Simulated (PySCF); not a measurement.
**How far each method lies from RCCSDT for H2Si–N, sextet**

Geometry: that of the H2Si–N, quartet, kept fixed. The doublet lies 7.3 eV lower here.

```json
{"atom": "Si", "x (Å)": "0.0000", "y (Å)": "0.0000", "z (Å)": "0.5558"}
{"atom": "N", "x (Å)": "0.0000", "y (Å)": "0.0000", "z (Å)": "-1.2927"}
{"atom": "H", "x (Å)": "0.0000", "y (Å)": "1.3020", "z (Å)": "1.2391"}
{"atom": "H", "x (Å)": "0.0000", "y (Å)": "-1.3020", "z (Å)": "1.2391"}
```

Basis 6-31G; PySCF 2.14.0. Correlated methods freeze the noble-gas cores, which leaves 11 electrons in 20 orbitals. Prefix R: restricted or restricted open-shell reference; prefix U: unrestricted.

Full CI isn't at hand for all of this; RCCSDT serves as the reference. It lacks quadruple excitations, which often exceed the step from CCSD(T) to CCSDT. The frozen core follows each run's orbitals, which can shift R against U totals by a few meV.

```
UHF ⟨S²⟩                          : 8.757
T1 diagnostic (ROHF- or RHF-based CCSD)             : 0.0203
largest doubles amplitude (ROHF- or RHF-based CCSD) : 0.047
T1 diagnostic (UCCSD)             : 0.0160
```

```
   level  E − E(RCCSDT) (kcal/mol)  share of correlation (%)  wall time
     RHF                     63.43                      0.00          –
     UHF                     60.89                      4.01          –
    RMP2                     17.33                     72.68          –
    UMP2                     16.96                     73.26          –
   RCCSD                      1.39                     97.82          –
   UCCSD                      1.33                     97.91          –
RCCSD(T)                      0.37                     99.42     0.38 s
UCCSD(T)                      0.34                     99.47      0.3 s
  UCCSDT                     -0.04                    100.07       14 s
```

The correlation energy at RCCSDT, counted from RHF, is -2.751 eV. That run took 14 s on 1 thread of Arm Neoverse V2, shared host.

Times are those of the correlated step on a shared host, with one SCF added for the restricted CCSD run; they ran on 1 thread of Arm Neoverse V2.
